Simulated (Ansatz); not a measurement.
Relaxation of C3H8FN (13 atoms, charge 0, multiplicity 1), to a largest force component of 0.015 eV/Å in at most 40 steps.

Method: RKS r2SCAN-D4/def2-SVP in Ansatz.

```xyz
13
Properties=species:S:1:pos:R:3:forces:R:3
C -0.982 1.200 -0.654 -1.14 3.36 -0.63
C -0.050 0.626 0.317 0.22 -0.42 1.41
C 0.112 -0.858 0.038 4.02 -0.05 2.69
N 1.150 -1.438 0.989 -7.45 -1.95 0.43
F 0.703 -1.033 -1.191 -0.64 0.21 -1.49
H -1.154 2.329 -0.461 0.32 -1.40 -0.24
H -0.651 1.139 -1.692 0.22 -0.24 -0.24
H -1.975 0.785 -0.594 -0.78 -0.57 0.02
H -0.408 0.805 1.381 0.28 -0.46 -0.94
H 0.913 1.155 0.244 0.26 -0.30 0.02
H -0.819 -1.395 0.094 -0.72 -0.58 -0.02
H 1.259 -2.397 0.697 0.43 -0.41 -0.04
H 1.922 -0.954 0.847 4.98 2.82 -0.97
```

Problem. Where does it end, and by what steps?

Solution. The run converged. After 6 steps the energy has fallen by 0.790 eV; F5 moved furthest, 0.15 Å.

```csv
step,energy less start (eV),largest force component (eV/Å),accepted
0,0.0000,7.446,yes
1,-0.6776,2.035,yes
2,-0.7754,0.519,yes
3,-0.7860,0.186,yes
4,-0.7889,0.070,yes
5,-0.7896,0.022,yes
6,-0.7897,0.009,yes
```

```xyz
13
Properties=species:S:1:pos:R:3
C -1.017 1.261 -0.668
C -0.048 0.620 0.314
C 0.176 -0.858 0.058
N 1.097 -1.422 0.965
F 0.605 -0.990 -1.291
H -1.137 2.336 -0.467
H -0.656 1.140 -1.700
H -2.014 0.795 -0.605
H -0.401 0.731 1.353
H 0.937 1.121 0.260
H -0.775 -1.419 0.109
H 1.258 -2.408 0.768
H 1.996 -0.941 0.920
```

Run time: 30 s on 2 threads of Arm Neoverse V1, with other jobs on the host, peak memory 0.16 GiB.
